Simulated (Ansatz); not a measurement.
# NP: the cost of one run

Program: the Python package of Ansatz 0.2.0. The levels of theory stand in the script. These are calculated values, not measurements.

## 1. The system

Bond lengths: P1–N2 1.820 Å.

The script reads np.xyz:

```xyz
2

P     0.00000    0.00000    0.00000
N     0.00000    0.00000    1.82000
```

## 2. The script

np_x2c.py

```python
import ansatz as az
import numpy as np


def main() -> None:
    system = az.Crystal.molecule_from_extxyz("np.xyz")

    calc = (
        system.calculation()
        .functional("pbe0", dispersion="d3bj")
        .charge(1)
        .spin("collinear", total=1)
        .forces()
    )
    sets = {"none": "cc-pVTZ", "scalar": "cc-pVTZ-DK"}
    found = {kind: calc.basis(gaussian=basis).pseudopotentials(relativity=kind).run().report for kind, basis in sets.items()}
    for kind, each in found.items():
        dipole = 4.803205 * np.linalg.norm(each["charge_distribution"]["dipole_moment_e_ang"])
        print(f"{kind:7s} E = {each['free_energy_ev']:.4f} eV  dipole {dipole:.3f} D  largest force component {np.abs(each['forces_ev_ang']).max():.4f} eV/A")
    print(f"relativity lowers the total energy by {found['none']['free_energy_ev'] - found['scalar']['free_energy_ev']:.3f} eV")


if __name__ == "__main__":
    main()
```

## 3. What the engine is handed

The package turns the script's settings into the engine's input (first run):

```yaml
crystal:
  periodic: [false, false, false]
  atoms:
    - { symbol: P, position_ang: [0.0, 0.0, 0.0] }
    - { symbol: "N", position_ang: [0.0, 0.0, 1.82] }
basis:
  gaussian:
    orbitals: cc-pVTZ
hamiltonian:
  xc: pbe0
  dispersion: d3bj
  pseudopotentials:
    relativity: none
magnetization:
  spin_polarized: true
  initial_magnetization: 1.0
total_charge: 1.0
output:
  forces: true
```

## 4. The run

Started as:

```bash
> python np_x2c.py
```

What time and memory should one allow on 1 thread of Arm Neoverse V1, shared host?

About 14 s, with a peak of 0.2 GiB.
